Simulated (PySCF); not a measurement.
Start geometry of `c1cc2occc2o1` from GFN2-xTB (Å):
```
atom  x, y, z in Å
C1     2.0069   -0.1349   -0.5174
C2     1.5623    0.1143    0.7562
C3     0.1376    0.1145    0.6561
O4    -0.9291    0.2565    1.3922
C5    -1.9890    0.1022    0.5066
C6    -1.5717   -0.1138   -0.7653
C7    -0.1480   -0.1161   -0.6697
O8     0.9781   -0.2472   -1.4057
H9     2.9741   -0.1848   -0.9061
H10    2.1793    0.2607    1.6322
H11   -2.9843    0.1846    0.9309
H12   -2.1766   -0.2645   -1.6190
```

Problem. What comes out of this run: PBE0-D3(BJ)/def2-TZVP geometry optimisation, gas phase (PySCF)?

Solution. 
```
atom  x, y, z in Å
C1     1.8673    0.7817   -0.3605
C2     1.6335   -0.1390    0.6168
C3     0.2438   -0.3904    0.5027
O4    -0.7391   -1.1269    1.0554
C5    -1.8678   -0.7956    0.3558
C6    -1.6344    0.1265   -0.6205
C7    -0.2448    0.3784   -0.5070
O8     0.7395    1.1132   -1.0608
H9     2.7676    1.2844   -0.6714
H10    2.3650   -0.5517    1.2914
H11   -2.7673   -1.2992    0.6671
H12   -2.3661    0.5376   -1.2958
```

The energy falls by 0.116 eV over 11 energy and gradient evaluations, the largest force component goes from 0.0469 to 3.0e-04 Eh/bohr, and the atoms move by 0.021 Å rms after alignment. The bond that changes most is C3–O4 (ring-fusion aromatic carbon to furan-type oxygen), which lengthens by 0.043 Å. Bonds longer at the end by more than 0.005 Å: 4 of 13; shorter: 6. Among the angles that change most is O4–C3–C7, from 113.1° to 110.6°. Rotational constants go from 5444, 2271, 1603 to 5451, 2275, 1605 MHz. The orientation of the end geometry is arbitrary; only internal coordinates are fixed.

The run used 272 basis functions and 90 SCF cycles in all.

Not checked by PBE0-D3(BJ)/def2-TZVP frequencies.
